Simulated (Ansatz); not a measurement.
`C[Si]O` and `O[Si]O` differ in one atom or group.

Ansatz, PBE0-D4/def2-TZVP geometries, multiplicity 1. Each molecule was computed in one conformer, which needn't be the lowest.

| property | `C[Si]O` |
| --- | --- |
| HOMO energy (PBE0/def2-TZVPP) / eV | -6.32 |
| HOMO–LUMO gap (PBE/def2-TZVPP) / eV | 2.79 |
| HOMO energy (ωB97M-V/def2-TZVPP) / eV | -8.42 |
| size of the dipole moment (B3LYP/def2-TZVPP) / D | 2.21 |
| HOMO energy (B3LYP/def2-TZVPP) / eV | -6.16 |
| LUMO energy (ωB97M-V/def2-TZVPP) / eV | 0.39 |

Task: What does the change do to each property? (An estimate is asked.)

Result: The calculation gave: 
```csv
property,`O[Si]O`,shift
HOMO energy (PBE0/def2-TZVPP) / eV,-7.10,-0.78
HOMO–LUMO gap (PBE/def2-TZVPP) / eV,4.04,1.25
HOMO energy (ωB97M-V/def2-TZVPP) / eV,-9.26,-0.84
size of the dipole moment (B3LYP/def2-TZVPP) / D,1.80,-0.41
HOMO energy (B3LYP/def2-TZVPP) / eV,-6.93,-0.77
LUMO energy (ωB97M-V/def2-TZVPP) / eV,0.92,0.53
```

With PBE0 the HOMO falls by 0.78 eV and the LUMO rises by 0.53 eV, so the gap widens by about 1.31 eV. PBE moves the HOMO by -0.69 eV and ωB97M-V by -0.84 eV. The zero-point energy changes by -55.7 kJ/mol with -6 modes. Dipoles are sizes alone; their direction can turn.

B3LYP here is the variant with VWN-RPA as its local correlation; programs differ in this.
